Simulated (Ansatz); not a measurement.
This script for the Ansatz DFT code, driven from Python starts 8 runs on CH₂ClF, SMILES FCCl. What input does the engine get in each?

The script, `run_scan.py`:
```python
# -*- coding: utf-8 -*-
"""Stretching a bond of CH2ClF, the rest held rigid."""

import ansatz as az
import numpy as np

GEOMETRY = """
F    -0.95360    0.51190    0.73040
C     0.07130    0.07170    0.04820
Cl   -0.45600   -1.24750   -1.02020
H     0.88020   -0.28090    0.76990
H     0.50810    0.87120   -0.56980
"""

mol = az.Crystal.molecule()
for line in GEOMETRY.strip().splitlines():
    symbol, *xyz = line.split()
    mol = mol.atom(symbol, [float(v) for v in xyz])

symbols = [site.symbol for site in mol.cartesian_sites]
start = np.array([site.position_ang for site in mol.cartesian_sites])
axis = (start[4] - start[1]) / np.linalg.norm(start[4] - start[1])
moving = [4]
lengths, energies = [0.969, 1.013, 1.057, 1.101, 1.145, 1.189, 1.233, 1.299], []
for length in lengths:
    xyz = start.copy()
    xyz[moving] += (length - np.linalg.norm(start[4] - start[1])) * axis
    point = az.Crystal.molecule()
    for symbol, place in zip(symbols, xyz):
        point = point.atom(symbol, place.tolist())
    job = point.calculation()
    job = job.basis(gaussian="def2-SVP")
    job = job.functional("PBE")
    job = job.accuracy("medium")
    rep = job.run(threads=1).report
    energies.append(rep["free_energy_ev"])
    print(f"r = {length:6.3f} A  E = {energies[-1]:.5f} eV  <S^2> = {abs(rep['mean_field']['state']['spin_squared']):.3f}")

# quartic fit about the minimum
fit = np.polynomial.Polynomial.fit(lengths, np.array(energies) - min(energies), 4).convert()
roots = [r.real for r in fit.deriv().roots() if abs(r.imag) < 1e-9 and fit.deriv(2)(r.real) > 0]
r_e = min(roots, key=lambda r: abs(r - lengths[int(np.argmin(energies))]))
print(f"minimum of the fit at {r_e:.4f} A, force constant {fit.deriv(2)(r_e):.2f} eV/A^2")
```

Run 1:
```yaml
crystal:
  periodic: [false, false, false]
  atoms:
    - { symbol: F, position_ang: [-0.9536, 0.5119, 0.7304] }
    - { symbol: C, position_ang: [0.0713, 0.0717, 0.0482] }
    - { symbol: Cl, position_ang: [-0.456, -1.2475, -1.0202] }
    - { symbol: H, position_ang: [0.8802, -0.2809, 0.7699] }
    - { symbol: H, position_ang: [0.45577641239387323, 0.7754291476852144, -0.49577074830451845] }
accuracy: medium
basis:
  gaussian:
    orbitals: def2-SVP
hamiltonian:
  xc: pbe
```

Run 2, against run 1:
```diff
-    - { symbol: H, position_ang: [0.45577641239387323, 0.7754291476852144, -0.49577074830451845] }
+    - { symbol: H, position_ang: [0.4732345776625321, 0.8073838251858846, -0.5204711744401209] }
```

Run 3, against run 1:
```diff
-    - { symbol: H, position_ang: [0.45577641239387323, 0.7754291476852144, -0.49577074830451845] }
+    - { symbol: H, position_ang: [0.4906927429311909, 0.8393385026865549, -0.5451716005757234] }
```

Run 4, against run 1:
```diff
-    - { symbol: H, position_ang: [0.45577641239387323, 0.7754291476852144, -0.49577074830451845] }
+    - { symbol: H, position_ang: [0.5081509081998498, 0.871293180187225, -0.569872026711326] }
```

Run 5, against run 1:
```diff
-    - { symbol: H, position_ang: [0.45577641239387323, 0.7754291476852144, -0.49577074830451845] }
+    - { symbol: H, position_ang: [0.5256090734685087, 0.9032478576878953, -0.5945724528469284] }
```

Run 6, against run 1:
```diff
-    - { symbol: H, position_ang: [0.45577641239387323, 0.7754291476852144, -0.49577074830451845] }
+    - { symbol: H, position_ang: [0.5430672387371676, 0.9352025351885656, -0.6192728789825309] }
```

Run 7, against run 1:
```diff
-    - { symbol: H, position_ang: [0.45577641239387323, 0.7754291476852144, -0.49577074830451845] }
+    - { symbol: H, position_ang: [0.5605254040058264, 0.9671572126892358, -0.6439733051181334] }
```

Run 8, against run 1:
```diff
-    - { symbol: H, position_ang: [0.45577641239387323, 0.7754291476852144, -0.49577074830451845] }
+    - { symbol: H, position_ang: [0.5867126519088146, 1.015089228940241, -0.6810239443215371] }
```

```console
$ python run_scan.py
r =  0.969 A  E = -16292.27545 eV  <S^2> = 0.000
r =  1.013 A  E = -16292.51617 eV  <S^2> = 0.000
r =  1.057 A  E = -16292.65108 eV  <S^2> = 0.000
r =  1.101 A  E = -16292.70352 eV  <S^2> = 0.000
r =  1.145 A  E = -16292.69208 eV  <S^2> = 0.000
r =  1.189 A  E = -16292.63161 eV  <S^2> = 0.000
r =  1.233 A  E = -16292.53391 eV  <S^2> = 0.000
r =  1.299 A  E = -16292.33755 eV  <S^2> = 0.000
minimum of the fit at 1.1135 A, force constant 30.58 eV/A^2
```

The settings weren't tested for convergence. The rest of the molecule is held rigid at a force-field or estimated start geometry, and the basis set is modest; single-reference methods fail as a bond breaks. The orbitals are restricted, so S² is zero by construction. The whole script took 6.8 s on 1 thread of Arm Neoverse V1, on a shared host, peak memory 0.16 GiB.

(A comment or docstring line of the script was reworded after the run, the code is as it ran; lines on the test bed's own set-up are left out of the output.)
